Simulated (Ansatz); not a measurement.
Diamond, treated with LC-ωPBE (PAW; Ansatz, a quantum-chemistry and plane-wave program).

Run with plane-wave cutoff 520 eV, 12×12×12 k mesh, scalar-relativistic PAW data made under PBE.

Computed at the level's own relaxed cell.

Hill averages of the elastic tensor: K = 494.0 GPa, G = 578.5 GPa. Volume 5.516 Å³/atom, mean atomic mass 12.011 u.

Question: Work out the density, the sound velocities of a polycrystal and the elastic Debye temperature at this level.

Answer: ρ = 1.66054 × 12.011/5.516 = 3.616 g/cm³. v_l = √[(K + 4G/3)/ρ] = 18.706 km/s and v_t = √(G/ρ) = 12.648 km/s. The mean follows from 3/v_m³ = 1/v_l³ + 2/v_t³: v_m = 13.801 km/s. Θ_D = (ħ/k_B) v_m (6π²/V)^(1/3) = 76.38 K Å s/km × 13.801 × 2.2060 Å⁻¹ = 2325 K, counting all atoms of the cell.

Measured, for comparison: Voigt–Reuss–Hill bulk modulus 442 GPa (temperature not stated, no zero-point or thermal correction, from single-crystal Cij; as tabulated in Råsander and Moram (2015), arXiv:1505.02379). Computed (rounded) less measured: Voigt–Reuss–Hill bulk modulus +12 %.
